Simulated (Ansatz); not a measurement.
Abridged output of a molecular run in Ansatz:

```
Functional definition: HF
1450 factors; integrals over basis functions are off by at most 8.9e-4 eV
mean field evaluation 1: about -11257.0719 eV, gradient 3.4e1 eV
mean field evaluation 2: about -11257.3447 eV, gradient 3.4e1 eV
mean field evaluation 4: about -11259.8429 eV, gradient 4.6e0 eV
mean field evaluation 8: about -11259.8955 eV, gradient 1.9e-1 eV
mean field -11259.89564462 eV, -413.7935327084 hartree, gradient 1.4e-6 eV, S^2 0.000000; 0 other end points of the search recorded, 0 dependent functions left out
6 core orbitals not correlated: weight in the atoms' cores, before any rotation towards them, 1.000 or more for the frozen orbitals, at most 0.000 for the correlated occupied ones
reference -11259.89564462 eV, -413.7935327084 hartree; 18, 18 occupied and 204, 204 virtual orbitals, 1450 factors
second order -33.17325243 eV of doubles, -0.00000000 eV of singles
cycle   1  -32.91622548 eV  change    2.6e-1 eV  update   1.2e-1
cycle   2  -33.61023366 eV  change   -6.9e-1 eV  update   3.7e-2
cycle   3  -33.78950325 eV  change   -1.8e-1 eV  update   1.8e-2
cycle   4  -33.77291426 eV  change    1.7e-2 eV  update   4.0e-3
cycle   5  -33.76950303 eV  change    3.4e-3 eV  update   1.7e-3
cycle   6  -33.77143903 eV  change   -1.9e-3 eV  update   4.5e-4
cycle   7  -33.77132504 eV  change    1.1e-4 eV  update   1.6e-4
cycle   8  -33.77118247 eV  change    1.4e-4 eV  update   5.2e-5
cycle   9  -33.77117544 eV  change    7.0e-6 eV  update   2.1e-5
perturbative correction -1.20530548 eV, -0.0442941592 hartree
Total energy: -11294.87212553 eV, -415.0788946741 hartree
```

Its atoms:

```xyz
9

F    -0.2711    0.7445   -1.9244
C    -0.3092   -0.4288   -1.2934
C    -0.0810   -0.5174    0.0076
F    -0.1261   -1.7311    0.5740
C     0.2074    0.5956    0.9362
F     1.5057    0.5171    1.4047
H    -0.5408   -1.2733   -1.9299
H    -0.4606    0.5436    1.8016
H     0.0756    1.5498    0.4235
```

Task: Which basis set was used?
A. def2-TZVPP
B. def2-QZVPP
C. cc-pV(D+d)Z
D. def2-SVP

Result: A. It gives 228 functions.

Task: Write the keys of the input that set method, charge and spin (a neutral closed shell needs none for the last two).

Result: 
```yaml
correlation: {method: ccsd_t}
```
